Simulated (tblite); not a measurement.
Species: COP (charge -1).
SMILES: `[O-]C#P`

Calculated harmonic vibrations of the isolated species, GFN2-xTB (tblite), most abundant isotopes, no scaling. The method is semi-empirical: single wavenumbers can be off by several per cent or more.

Harmonic wavenumbers (cm⁻¹): 391.0, 391.1, 955.6, 2040.4.

B = 5953 MHz (linear); mass 58.969 u (most abundant isotopes); point group C∞v, symmetry number 1.

What is the zero-point energy?

Half the sum of the wavenumbers: 1889 cm⁻¹ = 22.60 kJ/mol.

What is S at 273.15 K and 1 bar for an ideal gas of classical rigid rotors and harmonic oscillators?

Translation 157.88, rotation 65.38, vibration 7.60: S = 230.9 J/(mol K).

And Cp and H(273.15 K) − H(0)?

Cp = 42.33 J/(mol K), of which vibrations give 13.23 (their classical limit is 4 R = 33.3); H(273.15 K) − H(0) = 9.39 kJ/mol without the zero-point energy, 1.44 from vibrations.

How do the functions run with temperature in this model?

```csv
T (K),S (J/(mol K)),Cp (J/(mol K)),H − H(0) (kJ/mol),G − H(0) (kJ/mol),ln q(vib)
150,207.7,34.9,4.59,-26.57,0.05
250,227.2,41.2,8.42,-48.37,0.23
298.15,234.6,43.4,10.46,-59.49,0.34
400,247.9,46.9,15.07,-84.08,0.60
600,267.9,51.5,24.95,-135.76,1.11
900,289.6,55.7,41.10,-219.56,1.82
```

q(vib) and H(0) count from the zero-point level.

Which modes carry the vibrational entropy at 273.15 K?

391.0 cm⁻¹: 3.64; 391.1 cm⁻¹: 3.64; 955.6 cm⁻¹: 0.33; 2040.4 cm⁻¹: 0.00 J/(mol K).

What must be added to the electronic energy to get the Gibbs energy at 273.15 K and 1 bar?

ZPE + [H(273.15 K) − H(0)] − T·S = 22.60 + 9.39 − 63.06 = -31.07 kJ/mol.

On Arm Neoverse N1, one thread, shared host, this took under 0.1 s. The figure is for the frequency step alone.
